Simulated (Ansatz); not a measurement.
Harmonic vibrations of C₃H₇NS, SMILES `CN(C)C=S` by finite differences.

```yaml
crystal:
  periodic: [false, false, false]
  atoms:
    - {symbol: C, position_ang: [-1.237981, -0.379142, 0.374364]}
    - {symbol: N, position_ang: [0.036947, 0.134150, -0.058506]}
    - {symbol: C, position_ang: [1.170219, -0.736403, 0.127022]}
    - {symbol: C, position_ang: [0.170713, 1.342327, -0.609735]}
    - {symbol: S, position_ang: [-0.990953, 2.459548, -0.907906]}
    - {symbol: H, position_ang: [-1.994586, 0.385583, 0.205339]}
    - {symbol: H, position_ang: [-1.198593, -0.633608, 1.437658]}
    - {symbol: H, position_ang: [-1.494319, -1.280864, -0.190325]}
    - {symbol: H, position_ang: [1.301169, -0.978332, 1.186576]}
    - {symbol: H, position_ang: [2.074316, -0.248652, -0.235792]}
    - {symbol: H, position_ang: [1.030992, -1.673253, -0.422018]}
    - {symbol: H, position_ang: [1.209175, 1.553646, -0.872676]}
basis:
  gaussian: {orbitals: def2-TZVP}
hamiltonian: {xc: pbe0, dispersion: d4}
phonons: {temperatures: {t_min: 298.15, t_max: 900, t_step: 200}}
```

```sh
$ ansatz run in.yaml --threads 4 --pin off --events-out ev --progress --plain --max-ram 10444MiB
```

It prints (some lines left out):

```
Functional definition: PBE0
mean field -15543.00714632 eV, -571.1949771986 hartree, gradient 3.7e-5 eV, S^2 0.000000; 0 other end points of the search recorded, 0 dependent functions left out
mean field -15543.00696409 eV, -571.1949705019 hartree, gradient 3.5e-6 eV, S^2 0.000000; 0 other end points of the search recorded, 0 dependent functions left out
mean field -15543.00701332 eV, -571.1949723110 hartree, gradient 3.5e-6 eV, S^2 0.000000; 0 other end points of the search recorded, 0 dependent functions left out
mean field -15543.00694744 eV, -571.1949698898 hartree, gradient 3.5e-6 eV, S^2 0.000000; 0 other end points of the search recorded, 0 dependent functions left out
mean field -15543.00698478 eV, -571.1949712622 hartree, gradient 3.5e-6 eV, S^2 0.000000; 0 other end points of the search recorded, 0 dependent functions left out
mean field -15543.00698742 eV, -571.1949713590 hartree, gradient 3.5e-6 eV, S^2 0.000000; 0 other end points of the search recorded, 0 dependent functions left out
mean field -15543.00696482 eV, -571.1949705284 hartree, gradient 3.5e-6 eV, S^2 0.000000; 0 other end points of the search recorded, 0 dependent functions left out
mean field -15543.00696300 eV, -571.1949704618 hartree, gradient 3.5e-6 eV, S^2 0.000000; 0 other end points of the search recorded, 0 dependent functions left out
mean field -15543.00695518 eV, -571.1949701745 hartree, gradient 3.5e-6 eV, S^2 0.000000; 0 other end points of the search recorded, 0 dependent functions left out
mean field -15543.00693300 eV, -571.1949693592 hartree, gradient 3.5e-6 eV, S^2 0.000000; 0 other end points of the search recorded, 0 dependent functions left out
mean field -15543.00694669 eV, -571.1949698622 hartree, gradient 3.5e-6 eV, S^2 0.000000; 0 other end points of the search recorded, 0 dependent functions left out
mean field -15543.00707265 eV, -571.1949744914 hartree, gradient 3.5e-6 eV, S^2 0.000000; 0 other end points of the search recorded, 0 dependent functions left out
mean field -15543.00707248 eV, -571.1949744851 hartree, gradient 3.5e-6 eV, S^2 0.000000; 0 other end points of the search recorded, 0 dependent functions left out
mean field -15543.00700646 eV, -571.1949720590 hartree, gradient 3.4e-6 eV, S^2 0.000000; 0 other end points of the search recorded, 0 dependent functions left out
mean field -15543.00695208 eV, -571.1949700606 hartree, gradient 3.5e-6 eV, S^2 0.000000; 0 other end points of the search recorded, 0 dependent functions left out
mean field -15543.00695123 eV, -571.1949700293 hartree, gradient 3.5e-6 eV, S^2 0.000000; 0 other end points of the search recorded, 0 dependent functions left out
mean field -15543.00699988 eV, -571.1949718171 hartree, gradient 3.5e-6 eV, S^2 0.000000; 0 other end points of the search recorded, 0 dependent functions left out
mean field -15543.00697834 eV, -571.1949710255 hartree, gradient 3.5e-6 eV, S^2 0.000000; 0 other end points of the search recorded, 0 dependent functions left out
mean field -15543.00696985 eV, -571.1949707135 hartree, gradient 3.5e-6 eV, S^2 0.000000; 0 other end points of the search recorded, 0 dependent functions left out
mean field -15543.00695889 eV, -571.1949703105 hartree, gradient 3.5e-6 eV, S^2 0.000000; 0 other end points of the search recorded, 0 dependent functions left out
mean field -15543.00694819 eV, -571.1949699177 hartree, gradient 3.5e-6 eV, S^2 0.000000; 0 other end points of the search recorded, 0 dependent functions left out
mean field -15543.00699178 eV, -571.1949715195 hartree, gradient 3.5e-6 eV, S^2 0.000000; 0 other end points of the search recorded, 0 dependent functions left out
mean field -15543.00695329 eV, -571.1949701050 hartree, gradient 3.5e-6 eV, S^2 0.000000; 0 other end points of the search recorded, 0 dependent functions left out
mean field -15543.00707271 eV, -571.1949744936 hartree, gradient 3.5e-6 eV, S^2 0.000000; 0 other end points of the search recorded, 0 dependent functions left out
mean field -15543.00708332 eV, -571.1949748832 hartree, gradient 3.5e-6 eV, S^2 0.000000; 0 other end points of the search recorded, 0 dependent functions left out
mean field -15543.00706150 eV, -571.1949740816 hartree, gradient 3.5e-6 eV, S^2 0.000000; 0 other end points of the search recorded, 0 dependent functions left out
mean field -15543.00710492 eV, -571.1949756773 hartree, gradient 3.5e-6 eV, S^2 0.000000; 0 other end points of the search recorded, 0 dependent functions left out
mean field -15543.00714128 eV, -571.1949770135 hartree, gradient 3.5e-6 eV, S^2 0.000000; 0 other end points of the search recorded, 0 dependent functions left out
mean field -15543.00702718 eV, -571.1949728205 hartree, gradient 3.5e-6 eV, S^2 0.000000; 0 other end points of the search recorded, 0 dependent functions left out
mean field -15543.00711544 eV, -571.1949760638 hartree, gradient 3.5e-6 eV, S^2 0.000000; 0 other end points of the search recorded, 0 dependent functions left out
mean field -15543.00715736 eV, -571.1949776042 hartree, gradient 3.5e-6 eV, S^2 0.000000; 0 other end points of the search recorded, 0 dependent functions left out
mean field -15543.00708119 eV, -571.1949748052 hartree, gradient 3.5e-6 eV, S^2 0.000000; 0 other end points of the search recorded, 0 dependent functions left out
mean field -15543.00708751 eV, -571.1949750373 hartree, gradient 3.5e-6 eV, S^2 0.000000; 0 other end points of the search recorded, 0 dependent functions left out
mean field -15543.00708638 eV, -571.1949749959 hartree, gradient 3.5e-6 eV, S^2 0.000000; 0 other end points of the search recorded, 0 dependent functions left out
mean field -15543.00708840 eV, -571.1949750702 hartree, gradient 3.5e-6 eV, S^2 0.000000; 0 other end points of the search recorded, 0 dependent functions left out
mean field -15543.00712930 eV, -571.1949765730 hartree, gradient 3.5e-6 eV, S^2 0.000000; 0 other end points of the search recorded, 0 dependent functions left out
mean field -15543.00713010 eV, -571.1949766025 hartree, gradient 3.5e-6 eV, S^2 0.000000; 0 other end points of the search recorded, 0 dependent functions left out
mean field -15543.00712385 eV, -571.1949763727 hartree, gradient 3.5e-6 eV, S^2 0.000000; 0 other end points of the search recorded, 0 dependent functions left out
mean field -15543.00713543 eV, -571.1949767985 hartree, gradient 3.5e-6 eV, S^2 0.000000; 0 other end points of the search recorded, 0 dependent functions left out
mean field -15543.00712391 eV, -571.1949763749 hartree, gradient 3.5e-6 eV, S^2 0.000000; 0 other end points of the search recorded, 0 dependent functions left out
mean field -15543.00713126 eV, -571.1949766451 hartree, gradient 3.5e-6 eV, S^2 0.000000; 0 other end points of the search recorded, 0 dependent functions left out
mean field -15543.00705582 eV, -571.1949738726 hartree, gradient 3.5e-6 eV, S^2 0.000000; 0 other end points of the search recorded, 0 dependent functions left out
mean field -15543.00704240 eV, -571.1949733795 hartree, gradient 3.5e-6 eV, S^2 0.000000; 0 other end points of the search recorded, 0 dependent functions left out
mean field -15543.00712183 eV, -571.1949762988 hartree, gradient 3.5e-6 eV, S^2 0.000000; 0 other end points of the search recorded, 0 dependent functions left out
mean field -15543.00713009 eV, -571.1949766023 hartree, gradient 3.5e-6 eV, S^2 0.000000; 0 other end points of the search recorded, 0 dependent functions left out
mean field -15543.00706485 eV, -571.1949742046 hartree, gradient 3.5e-6 eV, S^2 0.000000; 0 other end points of the search recorded, 0 dependent functions left out
mean field -15543.00708110 eV, -571.1949748019 hartree, gradient 3.5e-6 eV, S^2 0.000000; 0 other end points of the search recorded, 0 dependent functions left out
mean field -15543.00711081 eV, -571.1949758938 hartree, gradient 3.5e-6 eV, S^2 0.000000; 0 other end points of the search recorded, 0 dependent functions left out
mean field -15543.00710471 eV, -571.1949756694 hartree, gradient 3.5e-6 eV, S^2 0.000000; 0 other end points of the search recorded, 0 dependent functions left out
mean field -15543.00713527 eV, -571.1949767926 hartree, gradient 3.5e-6 eV, S^2 0.000000; 0 other end points of the search recorded, 0 dependent functions left out
mean field -15543.00712379 eV, -571.1949763705 hartree, gradient 3.5e-6 eV, S^2 0.000000; 0 other end points of the search recorded, 0 dependent functions left out
mean field -15543.00712136 eV, -571.1949762812 hartree, gradient 3.5e-6 eV, S^2 0.000000; 0 other end points of the search recorded, 0 dependent functions left out
mean field -15543.00713206 eV, -571.1949766745 hartree, gradient 3.5e-6 eV, S^2 0.000000; 0 other end points of the search recorded, 0 dependent functions left out
mean field -15543.00705272 eV, -571.1949737589 hartree, gradient 3.5e-6 eV, S^2 0.000000; 0 other end points of the search recorded, 0 dependent functions left out
mean field -15543.00704706 eV, -571.1949735507 hartree, gradient 3.5e-6 eV, S^2 0.000000; 0 other end points of the search recorded, 0 dependent functions left out
mean field -15543.00707611 eV, -571.1949746183 hartree, gradient 3.5e-6 eV, S^2 0.000000; 0 other end points of the search recorded, 0 dependent functions left out
mean field -15543.00706048 eV, -571.1949740442 hartree, gradient 3.5e-6 eV, S^2 0.000000; 0 other end points of the search recorded, 0 dependent functions left out
mean field -15543.00710609 eV, -571.1949757203 hartree, gradient 3.5e-6 eV, S^2 0.000000; 0 other end points of the search recorded, 0 dependent functions left out
mean field -15543.00711692 eV, -571.1949761181 hartree, gradient 3.5e-6 eV, S^2 0.000000; 0 other end points of the search recorded, 0 dependent functions left out
mean field -15543.00712394 eV, -571.1949763762 hartree, gradient 3.5e-6 eV, S^2 0.000000; 0 other end points of the search recorded, 0 dependent functions left out
mean field -15543.00712062 eV, -571.1949762543 hartree, gradient 3.5e-6 eV, S^2 0.000000; 0 other end points of the search recorded, 0 dependent functions left out
mean field -15543.00713434 eV, -571.1949767585 hartree, gradient 3.5e-6 eV, S^2 0.000000; 0 other end points of the search recorded, 0 dependent functions left out
mean field -15543.00712258 eV, -571.1949763261 hartree, gradient 3.5e-6 eV, S^2 0.000000; 0 other end points of the search recorded, 0 dependent functions left out
mean field -15543.00706185 eV, -571.1949740943 hartree, gradient 3.5e-6 eV, S^2 0.000000; 0 other end points of the search recorded, 0 dependent functions left out
mean field -15543.00707464 eV, -571.1949745645 hartree, gradient 3.5e-6 eV, S^2 0.000000; 0 other end points of the search recorded, 0 dependent functions left out
mean field -15543.00710946 eV, -571.1949758440 hartree, gradient 3.5e-6 eV, S^2 0.000000; 0 other end points of the search recorded, 0 dependent functions left out
mean field -15543.00710952 eV, -571.1949758461 hartree, gradient 3.5e-6 eV, S^2 0.000000; 0 other end points of the search recorded, 0 dependent functions left out
mean field -15543.00705579 eV, -571.1949738717 hartree, gradient 3.5e-6 eV, S^2 0.000000; 0 other end points of the search recorded, 0 dependent functions left out
mean field -15543.00704897 eV, -571.1949736209 hartree, gradient 3.5e-6 eV, S^2 0.000000; 0 other end points of the search recorded, 0 dependent functions left out
mean field -15543.00712825 eV, -571.1949765347 hartree, gradient 3.5e-6 eV, S^2 0.000000; 0 other end points of the search recorded, 0 dependent functions left out
mean field -15543.00712103 eV, -571.1949762691 hartree, gradient 3.5e-6 eV, S^2 0.000000; 0 other end points of the search recorded, 0 dependent functions left out
mean field -15543.00712832 eV, -571.1949765370 hartree, gradient 3.5e-6 eV, S^2 0.000000; 0 other end points of the search recorded, 0 dependent functions left out
mean field -15543.00713497 eV, -571.1949767814 hartree, gradient 3.5e-6 eV, S^2 0.000000; 0 other end points of the search recorded, 0 dependent functions left out
Total energy: -15543.22277898 eV, -571.2029015527 hartree
Atom 0 at    -1.237981    -0.379142     0.374364 Å, force    -0.001163    -0.000439     0.000224 eV/Å
Atom 1 at     0.036947     0.134150    -0.058506 Å, force    -0.000081     0.000100    -0.000892 eV/Å
Atom 2 at     1.170219    -0.736403     0.127022 Å, force     0.000132     0.000038    -0.000574 eV/Å
Atom 3 at     0.170713     1.342327    -0.609735 Å, force     0.001275     0.001164     0.000823 eV/Å
Atom 4 at    -0.990953     2.459548    -0.907906 Å, force    -0.001139     0.000059     0.000246 eV/Å
Atom 5 at    -1.994586     0.385583     0.205339 Å, force     0.000483    -0.000456    -0.000469 eV/Å
Atom 6 at    -1.198593    -0.633608     1.437658 Å, force    -0.000258     0.000773     0.000008 eV/Å
Atom 7 at    -1.494319    -1.280864    -0.190325 Å, force     0.000774    -0.000047     0.000698 eV/Å
Atom 8 at     1.301169    -0.978332     1.186576 Å, force    -0.000148    -0.000126    -0.000298 eV/Å
Atom 9 at     2.074316    -0.248652    -0.235792 Å, force    -0.000307    -0.000190     0.000347 eV/Å
Atom 10 at     1.030992    -1.673253    -0.422018 Å, force     0.000108     0.000132     0.000020 eV/Å
Atom 11 at     1.209175     1.553646    -0.872676 Å, force     0.000324    -0.001008    -0.000131 eV/Å
Dipole moment:     0.437953    -0.876295     0.309601 e Å
Vibrations: 67.70 143.96 229.85 279.84 343.22 396.76 532.93 856.98 929.96 1030.95 1075.07 1119.28 1156.34 1171.37 1252.85 1414.21 1423.20 1448.27 1468.32 1471.98 1488.89 1497.23 1578.98 3031.69 3037.71 3088.33 3098.51 3101.66 3151.55 3157.39 cm⁻¹, zero-point energy 2.730440 eV
```

Run time 89 s (4 threads of an Intel Xeon 6975P-C on a shared host); peak host memory 0.54 GiB.
